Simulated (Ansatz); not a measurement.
CH4BCl (`BCCl`), relaxed with RKS PBE0-D4/def2-TZVP in Ansatz from a PBE-D4/def2-SVP geometry. The force threshold is 0.005 eV/Å; the program also tests the step.

Charge 0, multiplicity 1.

Start:

```xyz
7

B     0.882    0.278    0.168
C    -0.600   -0.161   -0.028
Cl   -1.048   -0.874   -1.622
H     1.180    0.761    1.248
H     1.726    0.164   -0.697
H    -1.261    0.717    0.160
H    -0.879   -0.886    0.770
```

```json
{"step": "1", "energy (eV)": "-14294.9640", "largest force (eV/Å)": "0.487", "largest move (Å)": "0.000"}
{"step": "2", "energy (eV)": "-14294.9919", "largest force (eV/Å)": "0.163", "largest move (Å)": "0.024"}
{"step": "3", "energy (eV)": "-14294.9944", "largest force (eV/Å)": "0.066", "largest move (Å)": "0.010"}
{"step": "4", "energy (eV)": "-14294.9947", "largest force (eV/Å)": "0.013", "largest move (Å)": "0.004"}
{"step": "5", "energy (eV)": "-14294.9947", "largest force (eV/Å)": "0.006", "largest move (Å)": "0.002"}
{"step": "6", "energy (eV)": "-14294.9947", "largest force (eV/Å)": "0.002", "largest move (Å)": "0.001"}
```

End:

```xyz
7

B     0.879    0.279    0.168
C    -0.597   -0.154   -0.021
Cl   -1.034   -0.860   -1.598
H     1.170    0.752    1.229
H     1.704    0.158   -0.685
H    -1.255    0.705    0.153
H    -0.867   -0.880    0.755
```

Run time 13 s (2 threads of an Arm Neoverse V1 on a shared host); peak host memory 0.2 GiB.
